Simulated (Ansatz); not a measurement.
in.yaml

```yaml
crystal:
  periodic: [false, false, false]
  atoms:
    - {symbol: B, position_ang: [0.000000, -0.238269, 1.884941]}
    - {symbol: Ge, position_ang: [0.000000, 0.058641, 0.027161]}
    - {symbol: O, position_ang: [0.000000, -0.119633, -1.583969]}
    - {symbol: H, position_ang: [0.000000, 0.228485, 2.967944]}
basis:
  gaussian: {orbitals: 6-31G}
magnetization: {spin_polarized: false, initial_magnetization: 4}
correlation: {method: mp2, electrons: all}
accuracy: high
```

```sh
$ ansatz run in.yaml --threads 1 --pin off --events-out ev --progress --plain --max-ram 2393MiB
```

The program prints:

```
894 factors; integrals over basis functions are off by at most 4.4e-9 eV
mean field evaluation 1: about -59171.0960 eV, gradient 4.0e1 eV
mean field evaluation 2: about -59171.1894 eV, gradient 4.0e1 eV
mean field evaluation 4: about -59176.9069 eV, gradient 1.3e1 eV
mean field evaluation 8: about -59179.9470 eV, gradient 2.7e0 eV
mean field evaluation 16: about -59181.1061 eV, gradient 5.6e-1 eV
mean field evaluation 32: about -59181.1245 eV, gradient 6.7e-1 eV
mean field evaluation 64: about -59178.6692 eV, gradient 9.2e0 eV
mean field evaluation 96: about -59181.1109 eV, gradient 6.7e-5 eV
mean field evaluation 128: about -59181.1352 eV, gradient 3.2e-2 eV
mean field evaluation 160: about -59181.1284 eV, gradient 4.2e-1 eV
mean field evaluation 192: about -59178.6692 eV, gradient 9.2e0 eV
mean field evaluation 224: about -59178.9881 eV, gradient 1.5e1 eV
mean field evaluation 256: about -59178.4132 eV, gradient 1.3e0 eV
mean field evaluation 288: about -59180.1160 eV, gradient 7.5e-2 eV
mean field evaluation 320: about -59179.8473 eV, gradient 2.7e0 eV
mean field evaluation 352: about -59181.1109 eV, gradient 1.2e-4 eV
mean field -59181.13524637 eV, -2174.8666058899 hartree, gradient 2.4e-8 eV, S^2 6.000000; 17 other end points of the search recorded, 0 dependent functions left out
mean field evaluation 384: about -59181.2682 eV, gradient 3.8e-1 eV
mean field evaluation 416: about -59174.9750 eV, gradient 2.0e1 eV
mean field evaluation 448: about -59181.1674 eV, gradient 2.1e0 eV
mean field evaluation 480: about -59180.9665 eV, gradient 4.6e0 eV
mean field evaluation 512: about -59179.7942 eV, gradient 3.7e0 eV
reference -59181.13524637 eV, -2174.8666058899 hartree; 25, 21 occupied and 24, 28 virtual orbitals, 894 factors
second order -10.10858397 eV of doubles, -0.08541535 eV of singles
Total energy: -59191.32924569 eV, -2175.2412284550 hartree
```

Ran on 1 thread of Arm Neoverse V1, shared host: 13 s wall, 0.19 GiB peak host memory.
